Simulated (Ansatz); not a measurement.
## Ansatz (development build ahead of 0.2.0) run

```yaml
crystal:
  periodic: [false, false, false]
  atoms:
    - { symbol: B, position_ang: [-0.14711, 0.41288, 0.14255] }
    - { symbol: H, position_ang: [1.77233, -5.94609, -1.97943] }
    - { symbol: H, position_ang: [0.79785, 0.96912, -0.3464] }
    - { symbol: H, position_ang: [0.00826, -0.12399, 1.19833] }
    - { symbol: H, position_ang: [-1.24581, 0.86391, -0.2039] }
basis:
  gaussian: { orbitals: def2-SVP }
magnetization:
  spin_polarized: true
  initial_magnetization: 1
hamiltonian:
  xc: pbe0
output:
  forces: true
```

The input is written out in the form of the current development build from the run's settings.

Results

* Converged: yes
* Total energy: -27.02875 hartree
* Spin squared of the determinant: 0.750
* Stability test: minimum

Forces (eV/Å):
```json
{"atom": "B1", "Fx": "-0.601", "Fy": "1.966", "Fz": "0.490"}
{"atom": "H2", "Fx": "0.000", "Fy": "0.000", "Fz": "0.000"}
{"atom": "H3", "Fx": "0.289", "Fy": "-0.431", "Fz": "-0.437"}
{"atom": "H4", "Fx": "-0.096", "Fy": "-0.703", "Fz": "-0.024"}
{"atom": "H5", "Fx": "0.408", "Fy": "-0.831", "Fz": "-0.030"}
```

Caution: charge can spread falsely over distant fragments.
